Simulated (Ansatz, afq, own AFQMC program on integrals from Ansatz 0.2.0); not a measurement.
AFQMC on a folder of integrals that Ansatz 0.2.0 wrote.

```yaml
crystal:
  periodic: [false, false, false]
  atoms:
    - {symbol: B, position_ang: [0.000000, 0.000000, 1.119696]}
    - {symbol: N, position_ang: [0.000000, 0.000000, -0.665977]}
    - {symbol: H, position_ang: [0.000000, 1.107838, -1.377512]}
    - {symbol: H, position_ang: [0.000000, -1.107838, -1.377512]}
basis:
  gaussian: {orbitals: cc-pVDZ}
magnetization: {spin_polarized: false}
correlation: {method: ccsd_t, electrons: outside_noble_gas, hamiltonian_folder: ham}
```

```sh
$ ansatz run in.yaml --threads 1 --pin off --events-out ev --progress --plain --max-ram 1382MiB
```

Options of the walk:

```
--method phaseless --trial cisd --walkers 60 --populations 1 --least-time 40 --time-step 0.005 --steps-per-block 50 --equilibration-blocks 40 --max-blocks 300 --target-error 0.00076 --factor-cut 1e-05 --seed 7071 --release-times 0.24,0.51,0.99,1.62,2.4 --release-step 0.03 --release-every 4 --taylor-order 6
```

Times are imaginary, in 1/Eh. The walk had a cap of 1091 s.

afq prints:

```
orbitals 36  electrons 5 5  factors 265 of 359
reference energy -80.08125078 Eh
CCSD correlation -0.28729919 Eh in 12 cycles, weight of the determinant in the CISD state 0.8335
energy of the start -80.368550 Eh
 block  time / (1/Eh)  mean weight  energy / Eh
     1     0.250  0.9998  -80.365468
     2     0.500  1.0012  -80.368896
     3     0.750  1.0008  -80.369758
     4     1.000  0.9994  -80.372165
     5     1.250  1.0006  -80.371415
     7     1.750  1.0019  -80.378568
     9     2.250  0.9983  -80.372003
    17     4.250  1.0000  -80.376668
    33     8.250  1.0017  -80.374289
    49    12.250  1.0023  -80.383713
    65    16.250  0.9985  -80.377414
    81    20.250  0.9989  -80.374131
    97    24.250  1.0001  -80.378070
   113    28.250  0.9983  -80.373620
   129    32.250  0.9991  -80.380845
   145    36.250  1.0002  -80.382336
   161    40.250  1.0015  -80.386051
   177    44.250  1.0012  -80.394253
   193    48.250  1.0002  -80.367298
   209    52.250  1.0032  -80.425574
   225    56.250  1.0019  -80.378847
   241    60.250  0.9997  -80.366844
   257    64.250  1.0015  -80.376979
   273    68.250  1.0007  -80.374443
   289    72.250  1.0027  -80.387876
   297    74.250  1.0027  -80.364295
   305    76.250  0.9948  -80.373958
   321    80.250  1.0018  -80.368532
   337    84.250  0.9988  -80.376497
blocks merged  error / Eh  count
     1  0.000591  300
     2  0.000699  150
     4  0.000815  75
     8  0.000907  37
    16  0.001020  18
    32  0.000603  9
released: time / (1/Eh)  energy / Eh  error  mean overlap
  0.24  -80.382183  0.001397  0.9995
  0.51  -80.382217  0.000915  1.0105
  0.99  -80.383173  0.001084  0.9962
  1.62  -80.381911  0.001120  0.9924
  2.40  -80.385103  0.001644  1.0072
energy -80.381627 +/- 0.001020 Eh
(rows thinned)
```

The run passed its tests (sampling time, drift between the halves within three errors, error under three times the target), which doesn't prove that it has relaxed.

Against this walk (error 27.8 meV) on the same determinant: CCSD(T) 13.5 meV higher (within the noise), CCSDT(Q) 62.0 meV lower. The error is statistical and leaves out the bias of the constraint. None of these is a sure reference here. The released energies move by 1.5 errors or more from one time to the next (meV from the phaseless value at times in 1/Eh: -15 ± 38 at 0.24, -16 ± 25 at 0.51, -42 ± 30 at 0.99, -8 ± 30 at 1.62, -95 ± 45 at 2.40), so they give no level.

Cautions: constraint bias not in the error; error above the target (27.8 against 20.7 meV); higher spins were not checked; restricted determinant unstable towards unrestricted (UHF 30 meV lower, ⟨S²⟩ 0.21); raised T1 diagnostic (T1 0.034, weight of the determinant 0.83, largest double 0.10); the bias of populations of 60 walkers isn't removed.

The walk took 2.5 min on 1 thread of Arm Neoverse V2, on a shared host. The log's last line is the phaseless energy.

CCSDT and higher add their correlation energy to the determinant of the CCSD(T) run, since their own runs factorise the integrals more tightly (a shift of under 2 meV). A walk keeps the symmetry of its determinant, which the program's search chose and which needn't be the lowest solution, so a lower state of the same spin and another symmetry isn't excluded.
